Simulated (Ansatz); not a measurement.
Ge–Si–OH⁺, triplet: the ladder up to UCCSDT(Q)

Geometry: that of the Ge–Si–OH, quartet, kept fixed.

```xyz
4

Ge    0.0000   -0.0870    1.0333
Si    0.0000    0.6235   -1.2570
O     0.0000   -0.6673   -2.2813
H     0.0000   -0.5139   -3.2303
```

Basis cc-pVDZ; Ansatz 0.2.0. Correlated methods freeze the noble-gas cores and the filled d shells of p-block atoms, which leaves 14 electrons in 44 orbitals. Prefix R: restricted or restricted open-shell reference; prefix U: unrestricted. No spin–orbit coupling is included, and no scalar relativity.

Full CI isn't at hand for all of this; UCCSDT(Q) serves as the reference, and is uncertain by about the last step of the cluster series.

The UHF ⟨S²⟩ is 2.091. The T1 diagnostic (RCCSD) is 0.0429. The largest doubles amplitude (RCCSD) is 0.065 and the T1 diagnostic (UCCSD) is 0.0345.

Task: From what is known of these methods and the diagnostics, rank them by the size of their error in total energy against UCCSDT(Q) in cc-pVDZ, smallest first (an estimate: the text doesn't fix the numbers).
A. UCCSD
B. UCCSDT
C. UCCSD(T)
D. UHF
E. UMP2

Result: B (34 meV), C (84 meV), A (381 meV), E (1262 meV), D (9397 meV).

All errors are against UCCSDT(Q) in cc-pVDZ. Within each family the higher level lies nearer, as is usual though not guaranteed.
